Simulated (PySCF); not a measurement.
**SO2F2 (sulfuryl fluoride) at 6 levels**

Aim: a comparison of 6 runs (B3LYP/6-311+G**, BHLYP/6-311+G**, BLYP/6-311+G**, M06-2X/6-311+G**, M06-L/6-311+G**, PBE0/6-311+G**) of SO2F2 (sulfuryl fluoride). The job is set up through a Python script.

The results are computed with PySCF 2.14.0.

## Step 1: The structure to begin with

SO2F2: 5 atoms, total charge 0, spin state singlet. As SMILES, `O=S(=O)(F)F`. The coordinates come from a PBE0-D4/def2-TZVP relaxation.

Bond lengths: O1–S2 1.404 Å, S2–O3 1.404 Å, S2–F4 1.539 Å, S2–F5 1.539 Å. Angles: O1–S2–O3 124.9°, O1–S2–F4 108.1°, O1–S2–F5 108.1°, O3–S2–F4 108.1°, O3–S2–F5 108.1°, F4–S2–F5 95.6°.

## Step 2: A single-point energy at B3LYP/6-311+G(d,p) (run 1)

calc.py reads:

```python
from pyscf import gto, dft

system = gto.M(
    atom=[
    ('O', (-0.388200, -0.151100, 1.421700)),
    ('S', (0.070900, -0.096900, 0.095900)),
    ('O', (1.129600, -0.862200, -0.418700)),
    ('F', (-1.140900, -0.267600, -0.837400)),
    ('F', (0.328600, 1.377800, -0.261400)),
],
    verbose=3,
    basis='6-311+g**',
    max_memory=1860,
)

myscf = dft.RKS(system)
myscf.xc = 'b3lyp'
myscf.conv_tol = 1e-10
myscf.grids.level = 5
myscf.kernel()
if not myscf.converged:
    myscf = myscf.newton().run(myscf.mo_coeff, myscf.mo_occ)

etot = myscf.e_tot
print('E(%s) = %.9f' % ('B3LYP', etot))
```

Run with:

```sh
$ OMP_NUM_THREADS=1 python calc.py
```

Standard output:

```text
converged SCF energy = -748.368080424628
E(B3LYP) = -748.368080425
```

Run time: 17 s. Hardware: 1 thread of Intel Xeon at 2.60GHz (Ice Lake), shared host; peak memory 0.65 GiB.

## Step 3: A single-point energy at BHLYP/6-311+G(d,p) (run 2)

run.py reads:

```python
from pyscf import gto, dft

molecule = gto.M(
    atom='''
O       -0.388200      -0.151100       1.421700
S        0.070900      -0.096900       0.095900
O        1.129600      -0.862200      -0.418700
F       -1.140900      -0.267600      -0.837400
F        0.328600       1.377800      -0.261400
''',
    max_memory=1860,
    verbose=4,
    basis='6-311+g**',
    spin=0,
)

ks = dft.RKS(molecule)
ks.xc = 'bhandhlyp'
ks.grids.level = 5
ks.conv_tol = 1e-10
ks.kernel()
if not ks.converged:
    ks = ks.newton().run(ks.mo_coeff, ks.mo_occ)

e_tot = ks.e_tot
print('E(%s) = %.9f' % ('BHLYP', e_tot))
```

Run with:

```sh
$ OMP_NUM_THREADS=1 python run.py
```

Standard output:

```text
PySCF version 2.14.0

[... 75 lines left out ...]
converged SCF energy = -748.195376360958
E(BHLYP) = -748.195376361
```

Wall time 20 s (1 thread of Intel Xeon at 2.60GHz (Ice Lake), shared host); peak memory 0.65 GiB.

## Step 4: The energy at BLYP/6-311+G(d,p) (run 3)

input.py reads:

```python
from pyscf import gto, dft

molecule = gto.M(
    atom='''
O     -0.733592    -0.285538     2.686624
S      0.133982    -0.183114     0.181225
O      2.134635    -1.629322    -0.791228
F     -2.155989    -0.505691    -1.582457
F      0.620964     2.603665    -0.493974
''',
    charge=0,
    spin=0,
    unit='bohr',
    verbose=3,
    basis='6-311+g**',
    max_memory=1860,
)

mf = dft.RKS(molecule, xc='blyp')
mf.conv_tol = 1e-10
mf.grids.level = 5
mf.kernel()
if not mf.converged:
    mf = mf.newton().run(mf.mo_coeff, mf.mo_occ)

e_tot = mf.e_tot
print(f'total energy: {e_tot:.8f} hartree')
```

Run with:

```sh
$ OMP_NUM_THREADS=1 python input.py
```

Standard output:

```text
converged SCF energy = -748.338690846862
total energy: -748.33869085 hartree
```

It took 17 s on 1 thread of Intel Xeon at 2.60GHz (Ice Lake), shared host; peak memory 0.65 GiB.

Runs 4 to 5 aren't shown in full; the table further down has their settings and results.

## Step 5: A single-point energy at PBE0/6-311+G(d,p) (run 6)

input.py reads:

```python
from pyscf import gto, dft

molecule = gto.M(
    atom='''
O   -0.388200  -0.151100   1.421700
S    0.070900  -0.096900   0.095900
O    1.129600  -0.862200  -0.418700
F   -1.140900  -0.267600  -0.837400
F    0.328600   1.377800  -0.261400
''',
    max_memory=1860,
    verbose=4,
    spin=0,
    basis='6-311+g**',
    charge=0,
)

myscf = dft.RKS(molecule, xc='pbe0')
myscf.grids.level = 5
myscf.conv_tol = 1e-10
myscf.kernel()
if not myscf.converged:
    myscf = myscf.newton().run(myscf.mo_coeff, myscf.mo_occ)

energy = myscf.e_tot
print('Final energy', energy)
```

Run with:

```sh
$ OMP_NUM_THREADS=1 python input.py
```

Standard output:

```text
PySCF version 2.14.0

[... 74 lines left out ...]
converged SCF energy = -747.879063542966
Final energy -747.8790635429662
```

It took 17 s on 1 thread of Intel Xeon at 2.60GHz (Ice Lake), shared host; peak memory 0.65 GiB.

## Step 6: The series

```csv
run,level,energy (Eh),dipole moment (D),HOMO energy (eV),LUMO energy (eV),wall time
1,B3LYP/6-311+G**,-748.368080,0.94,-10.50,-1.10,17 s
2,BHLYP/6-311+G**,-748.195376,0.98,-12.51,0.02,20 s
3,BLYP/6-311+G**,-748.338691,0.91,-8.90,-1.79,17 s
4,M06-2X/6-311+G**,-748.216673,0.95,-12.53,-0.21,28 s
5,M06-L/6-311+G**,-748.318130,0.87,-9.34,-1.21,27 s
6,PBE0/6-311+G**,-747.879064,0.94,-10.79,-0.70,17 s
```

## Step 7: Outcome

| quantity | value |
| --- | --- |
| run 6: total energy | -747.87906 Eh |
| run 6: dipole moment | 0.94 D |
| run 6: HOMO energy | -10.79 eV |
| run 6: LUMO energy | -0.70 eV |
| run 6: HOMO–LUMO gap | 10.08 eV |

**Reading.** The dipole moment (its size) runs from 0.87 D (M06-L/6-311+G**) to 0.98 D (BHLYP/6-311+G**). The HOMO–LUMO gap runs from 7.12 eV (BLYP/6-311+G**) to 12.53 eV (BHLYP/6-311+G**). Totals of different functionals can't be ranked against each other. All runs together took 2.1 min, the longest 28 s.
